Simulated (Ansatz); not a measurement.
```yaml
crystal:
  periodic: [false, false, false]
  atoms:
    - {symbol: Zr, position_ang: [0.000000, 0.000000, 0.000000]}
    - {symbol: C, position_ang: [0.000000, 0.000000, 2.210000]}
basis:
  gaussian: {orbitals: def2-TZVP}
total_charge: 1
magnetization: {spin_polarized: true, initial_magnetization: 1}
hamiltonian: {xc: pbe0}
relax: {f_tol: 0.004, max_steps: 80}
```

```sh
$ ansatz run in.yaml --threads 1 --pin off --events-out ev --progress --plain --max-ram 2176MiB
```

Steps of the relaxation (energy above the last step; positions in Å, forces in eV/Å):

```
2
step 1, 1652.5 meV
Zr    0.000    0.000    0.000    0.000    0.000    3.472
C     0.000    0.000    2.210    0.000    0.000   -3.472
```

```
2
step 2, 56.6 meV
Zr    0.000    0.000    0.199    0.000    0.000    1.903
C     0.000    0.000    2.011    0.000    0.000   -1.903
```

```
2
step 3, 932.9 meV
Zr    0.000    0.000    0.324    0.000    0.000  -11.031
C     0.000    0.000    1.886    0.000    0.000   11.031
```

```
2
step 5, 0.0 meV
Zr    0.000    0.000    0.228    0.000    0.000   -0.031
C     0.000    0.000    1.982    0.000    0.000    0.031
```

```
2
step 6, 0.0 meV
Zr    0.000    0.000    0.228    0.000    0.000    0.006
C     0.000    0.000    1.982    0.000    0.000   -0.006
```

```
2
step 7, 0.0 meV
Zr    0.000    0.000    0.228    0.000    0.000    0.000
C     0.000    0.000    1.982    0.000    0.000    0.000
```

Close pairs at the end: Zr1–C2 1.755 Å.

A stationary point of unrestricted PBE0 after 7 steps, with ⟨S²⟩ = 0.762 against 0.75 for a pure state. 1.9 min on 1 thread of Arm Neoverse V1, shared host.
